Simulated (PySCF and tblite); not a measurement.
Results of a calculation; reference values are marked as such.
**Dynamics report: rotation**

System: C₄H₆O, numbered as in [CH2:1]=[C:2]([CH3:3])[CH:4]=[O:5].

Motion: rotation about the C2–C4 bond (torsion C1–C2–C4–O5 from -180° to 0°, rising). Geometries: GFN2-xTB; energies: PBE0/pcSseg-1 + D3(BJ); zero-point and thermal terms from GFN2-xTB harmonic modes (soft modes blended into free rotors). Rates follow Eyring's equation with the number of equivalent paths and no tunnelling. (PySCF 2.14 with density fitting, tblite 0.8.)

```csv
point,symmetry,E(GFN2) kcal/mol,E(DFT) kcal/mol,ZPE change kcal/mol,lowest mode cm⁻¹,dipole D
start,Cs,0.0,0.0,0.00,68,2.93
saddle,C1,4.9,9.6,-0.36,135i,2.65
end,Cs,0.5,3.1,0.03,105,2.99
```

```json
{"Electronic barrier": "9.6 kcal/mol", "Barrier with zero-point energy": "9.3 kcal/mol", "ΔH‡ (298 K)": "8.9 kcal/mol", "ΔS‡ (298 K, symmetry apart)": "-2.7 cal/(mol K)", "Paths": "2 equivalent paths", "End point": "a different minimum", "Mean lifetime of the start against this motion at 298 K": "1 µs", "Cost": "18 s on 1 thread of AMD EPYC 9R45 96-Core, on a host shared with other jobs (rough), peak memory 0.54 GiB, launched as `OMP_NUM_THREADS=1 python ens_run.py task.json out`"}
```

```json
{"T/K": "150", "ΔG‡ kcal/mol": "9.4", "k s⁻¹": "0.11", "ΔG kcal/mol": "3.1", "k back s⁻¹": "4130"}
{"T/K": "200", "ΔG‡ kcal/mol": "9.5", "k s⁻¹": "337", "ΔG kcal/mol": "3.1", "k back s⁻¹": "9×10⁵"}
{"T/K": "250", "ΔG‡ kcal/mol": "9.6", "k s⁻¹": "4.3×10⁴", "ΔG kcal/mol": "3.1", "k back s⁻¹": "2.4×10⁷"}
{"T/K": "298", "ΔG‡ kcal/mol": "9.7", "k s⁻¹": "1×10⁶", "ΔG kcal/mol": "3.1", "k back s⁻¹": "2×10⁸"}
{"T/K": "350", "ΔG‡ kcal/mol": "9.8", "k s⁻¹": "1.2×10⁷", "ΔG kcal/mol": "3.1", "k back s⁻¹": "1×10⁹"}
{"T/K": "400", "ΔG‡ kcal/mol": "9.9", "k s⁻¹": "6.7×10⁷", "ΔG kcal/mol": "3.1", "k back s⁻¹": "3.3×10⁹"}
{"T/K": "500", "ΔG‡ kcal/mol": "10.1", "k s⁻¹": "8×10⁸", "ΔG kcal/mol": "3.1", "k back s⁻¹": "1.8×10¹⁰"}
```

ΔG and ΔG‡ leave out symmetry numbers and mirror images; rates count paths: 2 out, 2 back.
